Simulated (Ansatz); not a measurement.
Consider the formal exchange of groups at a C–C bond: `C=C(F)C#CC` + `C#C` → `C#CC#CC` + `C=CF`.

Calculated with Ansatz (gas phase, PBE0-D4/def2-TZVP geometries, no zero-point term in ΔE). CCSD(T)/CBS is the MP2 limit (def2-TZVPP, def2-QZVPP) plus CCSD(T) − MP2 in def2-TZVPP, frozen cores. This one scheme is used for every species. DFT in def2-TZVPP.

`C=C(F)C#CC`:

```xyz
11

C    -1.437    2.108    0.142
C    -0.771    1.294   -0.666
F    -0.742    1.541   -1.988
C    -0.048    0.135   -0.290
C     0.570   -0.852    0.016
C     1.312   -2.037    0.385
H    -1.958    2.970   -0.252
H    -1.460    1.909    1.203
H     0.664   -2.764    0.882
H     1.741   -2.514   -0.500
H     2.130   -1.790    1.067
```

`C#C`:

```xyz
4

C     0.494    0.316    0.121
C    -0.494   -0.316   -0.121
H     1.373    0.877    0.336
H    -1.373   -0.877   -0.336
```

`C#CC#CC`:

Cartesian coordinates in Å:
```
C -2.559 -0.108 -1.869
C -1.586 -0.067 -1.159
C -0.485 -0.020 -0.356
C 0.489 0.021 0.356
C 1.654 0.070 1.209
H -3.418 -0.145 -2.496
H 2.572 -0.019 0.621
H 1.639 -0.746 1.936
H 1.695 1.014 1.759
```

`C=CF`:

```xyz
6

C     0.120    0.621    0.303
C    -0.096   -0.513   -0.329
F    -0.358   -1.653    0.317
H     0.095    0.681    1.383
H     0.327    1.514   -0.270
H    -0.088   -0.649   -1.405
```

| level | ΔE (eV) |
| --- | --- |
| r2SCAN-D4 | -0.29 |
| PBE0-D4 | -0.27 |
| PBE0 | -0.28 |
| CCSD/CBS(def2) | -0.16 |

Q: What does CCSD(T)/CBS give? (Best estimate.)

A: Ansatz gave: -0.17 eV. The listed levels differ from it by -0.12, -0.10, -0.11, 0.01 eV.

Largest T1 diagnostic among the species: 0.013.

From PBE to PBE0 (25 % exact exchange), in def2-TZVPP and without D4, ΔE moves by +0.05 eV.
